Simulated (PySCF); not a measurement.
**The electron affinity along group 13**

Calculated with PySCF 2.14 from differences of total energies of unrestricted determinants, without spin-orbit coupling. Values in eV. The last column holds reference values (measured affinities from photodetachment; the arrow runs from anion to atom). Unmarked ones compare directly (S terms, centres of terms, or small fine structure); those marked * lie between the lowest fine-structure levels and include a spin-orbit shift.

```
                               element                                   configurations     UHF    LDA    PBE  r2SCAN  SCS-MP2 (valence)  CCSD(T) (valence)  reference
     B (aug-cc-pVDZ, non-relativistic)                      [He] 2s2 2p2 → [He] 2s2 2p1  -0.300  0.717  0.597   0.578              0.008              0.171      0.280
Al (aug-cc-pV(D+d)Z, non-relativistic)                      [Ne] 3s2 3p2 → [Ne] 3s2 3p1   0.019  0.637  0.582   0.612              0.219              0.364    0.433 *
Ga (aug-cc-pVDZ-PP with ECP10MDF, ECP)            [Ar] 3d10 4s2 4p2 → [Ar] 3d10 4s2 4p1  -0.059  0.564  0.470   0.495              0.118              0.268    0.301 *
In (aug-cc-pVDZ-PP with ECP28MDF, ECP)            [Kr] 4d10 5s2 5p2 → [Kr] 4d10 5s2 5p1   0.082  0.637  0.529   0.560              0.239              0.369    0.384 *
Tl (aug-cc-pVDZ-PP with ECP60MDF, ECP)  [Xe] 4f14 5d10 6s2 6p2 → [Xe] 4f14 5d10 6s2 6p1  -0.001  0.603  0.477   0.479              0.134              0.271    0.320 *
```

The highest occupied level of the anion is positive for B⁻ at LDA, PBE, r2SCAN; Al⁻ at LDA, PBE, r2SCAN; Ga⁻ at LDA, PBE, r2SCAN; In⁻ at LDA, PBE, r2SCAN; Tl⁻ at LDA, PBE, r2SCAN, so there the basis helps to hold the electron.

For Tl a determinant mixes LS terms or the coupling is close to jj, so these rows are model values.

"Valence" correlates the outer s and p shells and, in groups 3 to 12 and the f block, the outer d or f shell, open or full, or the next shell where the ion has no valence electron left; the wider scheme adds the next inner shell.
